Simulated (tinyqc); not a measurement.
Coupled-perturbed Hartree-Fock on RHF in the sto-3g basis, for NH3, spin multiplicity 1, step by step. One step of it, computed by the program tinyqc.

Task: Orthogonalisation. S = U s U^T; symmetric (Loewdin) form X = U s^(-1/2) U^T, so that X^T S X = 1.

overlap S:
```
           1N 1s     1N 2s     1N 2px     1N 2py     1N 2pz      2H 1s      3H 1s      4H 1s
1N 1s   1.000000  0.235038   0.000000   0.000000   0.000000   0.044926   0.044858   0.044858
1N 2s   0.235038  1.000000   0.000000   0.000000   0.000000   0.428106   0.427736   0.427736
1N 2px  0.000000  0.000000   1.000000   0.000000   0.000000   0.380669  -0.190287  -0.190287
1N 2py  0.000000  0.000000   0.000000   1.000000   0.000000   0.000000   0.329453  -0.329453
1N 2pz  0.000000  0.000000   0.000000   0.000000   1.000000  -0.120137  -0.119995  -0.119995
2H 1s   0.044926  0.428106   0.380669   0.000000  -0.120137   1.000000   0.150382   0.150382
3H 1s   0.044858  0.427736  -0.190287   0.329453  -0.119995   0.150382   1.000000   0.150311
4H 1s   0.044858  0.427736  -0.190287  -0.329453  -0.119995   0.150382   0.150311   1.000000
```

Give: eigenvalues of S; X.

Result:

eigenvalues of S: 0.341  0.453  0.453  0.929  1.053  1.397  1.397  1.978

X:
```
         1N 1s   1N 2s  1N 2px  1N 2py  1N 2pz   2H 1s   3H 1s   4H 1s
1N 1s    1.025  -0.148   0.000   0.000   0.007   0.021   0.021   0.021
1N 2s   -0.148   1.290   0.000   0.000  -0.074  -0.261  -0.261  -0.261
1N 2px   0.000   0.000   1.115   0.000   0.000  -0.258   0.129   0.129
1N 2py   0.000   0.000   0.000   1.115   0.000   0.000  -0.223   0.223
1N 2pz   0.007  -0.074   0.000   0.000   1.020   0.072   0.072   0.072
2H 1s    0.021  -0.261  -0.258   0.000   0.072   1.178  -0.039  -0.039
3H 1s    0.021  -0.261   0.129  -0.223   0.072  -0.039   1.178  -0.039
4H 1s    0.021  -0.261   0.129   0.223   0.072  -0.039  -0.039   1.178
```
